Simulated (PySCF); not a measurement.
**Ionising CCl**

PBE; C aug-pcseg-1, Cl aug-pcseg-1; no relativity (PySCF 2.14). Neutral (UKS): doublet (π ↑), Re = 1.682 Å, ωe = 843 cm⁻¹, De = 4.58 eV, HOMO -5.01 eV, LUMO -4.67 eV.

CCl⁻ (UKS): triplet (π ↑↑), Re = 1.889 Å, ωe = 498 cm⁻¹, De = 2.18 eV to C + Cl⁻. The energies at the minima are -497.88043 hartree for CCl and -497.92943 for CCl⁻.

(1) Work out the adiabatic electron affinity, without and with harmonic zero-point energies (1 hartree = 27.2114 eV, 1 eV = 8065.5 cm⁻¹), and the change of the bond length.

For an ion De counts to the pair picked by the measured ionisation energies or electron affinities, which need not be the lowest pair at this level. The highest Kohn–Sham level is positive in this anion. Much of that is self-interaction error, but it also means that the finite basis helps to hold the extra electron. States were picked by a PBE0 search and need not be the measured ground states.

Answers

(1) At PBE: 0.04900 hartree = 1.333 eV between the minima; the zero-point term (843.0 − 498.0)/2 cm⁻¹ = +0.021 eV makes it 1.355 eV. Re changes by +20.7 pm against the neutral. The electron enters a π orbital, and the ion is left as a loose complex of an ion and an atom.
